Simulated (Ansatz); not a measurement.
Tetragonal perovskite BaTiO3 (room-temperature form, which distorts further on cooling), treated with PBE-D3(BJ) in Ansatz (PAW).

Run with plane-wave cutoff 500 eV, 10×10×10 k mesh, Fermi–Dirac smearing 0.05 eV, no spin polarisation, scalar-relativistic PAW data made under PBE.

Cell (relaxed at this level):

Space group P4mm (No. 99); a = 3.974 Å, b = 3.974 Å, c = 4.093 Å, α = 90.00°, β = 90.00°, γ = 90.00°

```tsv
atom	site	symmetry	x	y	z
Ba	1b	4mm	0.5000	0.5000	0.5845
Ti	1a	4mm	0.0000	0.0000	0.1013
O	2c	2mm.	0.0000	0.5000	0.0625
O	1a	4mm	0.0000	0.0000	0.5492
```

Question: Give the computed band gap.

Answer: 
- band gap: 1.87 eV (on the SCF k mesh)

Note: the relaxation could not lower the start's symmetry, so the cell can be a saddle point above a distorted one.

Spin–orbit coupling is not included.

Static lattice: no zero-point or thermal effects.

It cost roughly 2.9 core-minutes of CPU time.

Ansatz is a first-principles code.
